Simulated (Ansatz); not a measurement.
We consider zinc-blende MgTe (metastable phase), described by RPBE (PAW; Ansatz, an electronic-structure program).

Settings: plane-wave cutoff 520 eV, 10×10×10 k mesh, Fermi–Dirac smearing 0.01 eV, scalar-relativistic PAW data made under PBE.

Properties against volume:

```
V (Å³/atom)  P (GPa)  direct gap at Γ (eV)
-----------  -------  --------------------
33.541          2.18                 2.637
34.255          1.37                 2.544
34.968          0.64                 2.455
35.682         -0.02                 2.368
36.396         -0.62                 2.285
37.109         -1.15                 2.204
37.823         -1.64                 2.126
```

A straight line through the gaps at Γ against ln V gives a volume deformation potential dE_g(Γ)/d ln V of -4.3 eV: the gap at Γ widens under compression.

Measured, for comparison: band gap 3.67 eV (2 K, zero-point motion not removed; as tabulated in arXiv:1206.3780).

Spin–orbit coupling is not included; with these elements it can move the gap by several tenths of an eV or more.
